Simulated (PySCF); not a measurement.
A geometry optimisation on `F[C@@H]1C[C@H]1S`.

Computed with PBE0-D3(BJ)/def2-SVP geometry optimisation, gas phase (PySCF 2.14.0). Start geometry: GFN2-xTB. The input is one job of a driver script: a line of settings, then coordinates in Å.

Input:
```
{"job": {"xc": "PBE0", "basis": "def2-SVP", "d3": "d3bj", "grid": 1, "kind": "geom"}, "charge": 0, "multiplicity": 1}
F     -0.886148     1.565084     1.075341
C     -0.374425     0.860749     0.028792
C     -1.003896    -0.445857    -0.321167
C      0.345525    -0.413185     0.338665
S      1.788535    -0.859117    -0.642641
H     -0.010404     1.531844    -0.738890
H     -1.839738    -0.780492     0.273662
H     -1.059330    -0.711630    -1.365270
H      0.416952    -0.723040     1.372108
H      2.631811    -0.019702    -0.043130
```

Output:
```
step   0  E = -614.66409070  max force = 0.014503
step   1  E = -614.66460150  max force = 0.005559
step   2  E = -614.66518087  max force = 0.003156
step   3  E = -614.66545938  max force = 0.001475
step   4  E = -614.66557404  max force = 0.002380
step   5  E = -614.66562610  max force = 0.001550
step   6  E = -614.66563366  max force = 0.000562
step   7  E = -614.66563517  max force = 0.000092
optimisation converged
```

Energies in Eh; «max force» is the largest Cartesian gradient component in Eh/bohr.

Problem. How much energy does the optimisation release, in eV?

Solution. E(step 0) − E(last step) = 0.001544 Eh, which is 0.042 eV.

Problem. Give the first gradient maximum in eV/Å.

Solution. With 1 Eh/bohr = 51.422 eV/Å, 0.746 eV/Å.

In short: final energy -614.66564 Eh after 7 steps; dipole 0.22 D.

Problem. How long does this job take on Arm Neoverse V2, one thread, shared host?

Solution. About 24 s.
Labels such as C1 count atoms from 1, the log's own numbers from 0.
